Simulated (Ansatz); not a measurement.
Barrier height from O + ClH to the transition structure ClHO, without zero-point energy, on the benchmark's geometries as Psi4's copy of the set gives them.
Transition structure (charge 0, multiplicity 3, Z-matrix in Å and degrees):
```
O
H 1 1.2004
Cl 2 1.4706 1 136.51
```
Reactant (charge 0, multiplicity 1):
```xyz
2

Cl     0.000     0.000     0.000
H      1.274     0.000     0.000
```

Open shells are unrestricted; no spin–orbit coupling.

Correlated levels freeze the cores. CBS(a, b) extrapolates the correlation energy as X⁻³ and adds the Hartree–Fock energy of set b.

The values were computed with Ansatz (Gaussian basis) for Hartree–Fock, density functionals and correlated methods. Values without a source in brackets are computed.

PBE/def2-TZVPPD gives -10.09 kcal/mol for the barrier height.

Problem. Where do these levels fall relative to PBE: r2SCAN/def2-TZVPPD, PBE0/def2-TZVPPD, wB97M-V/def2-TZVPPD, B2PLYP/def2-TZVPPD, MP2/CBS(aug-cc-pV(T+d)Z, aug-cc-pV(Q+d)Z), CCSD(T)/CBS(aug-cc-pV(T+d)Z, aug-cc-pV(Q+d)Z).

Solution. r2SCAN/def2-TZVPPD 6.56; PBE0/def2-TZVPPD 12.80; wB97M-V/def2-TZVPPD 17.72; B2PLYP/def2-TZVPPD 17.32; MP2/CBS(aug-cc-pV(T+d)Z, aug-cc-pV(Q+d)Z) 25.18; CCSD(T)/CBS(aug-cc-pV(T+d)Z, aug-cc-pV(Q+d)Z) 20.54 kcal/mol. 6 of 6 lie above PBE; the widest gap is to MP2/CBS(aug-cc-pV(T+d)Z, aug-cc-pV(Q+d)Z).

The set's own value is 9.8 kcal/mol (Zhao et al., J. Phys. Chem. A 109, 2012 (2005), HTBH38), an estimate for the real system, whose open-shell reactant is lowered by spin–orbit coupling.

Ansatz is an electronic-structure program.
